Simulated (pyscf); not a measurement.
Structures and frequencies: ωB97X-D3(BJ)/def2-SVP in PySCF. Correlated levels are frozen-core, on RHF or UHF. ΔMP2 is the change of the MP2 total energy from the triple- to the quadruple-zeta basis.

SMILES: [GeH4]
```xyz
5

Ge     0.7131    -0.3820     0.2355
H      1.2988     0.8577    -0.4548
H      0.7359    -0.1792     1.7568
H     -0.7341    -0.5917    -0.2312
H      1.5520    -1.6148    -0.1290
```

Q: What is the homolytic dissociation enthalpy (298 K, CCSD(T)/def2-TZVPP + ΔMP2(QZVPP)) of the Ge–H bond of germane (GeH₄), to GeH₃• + H•?

A: Ge–H to GeH₃• + H•: 360.1 kJ/mol. The CCSD(T) − MP2 part came from Ansatz, without density fitting, on the same reference. The frozen core leaves the outer d or s,p core shells of the metals and heavy elements correlated in the MP2 and CC values, and def2-TZVPP describes them poorly, which can shift differences by a few kcal/mol. Elements up to Kr have no core potential and no relativistic terms here.
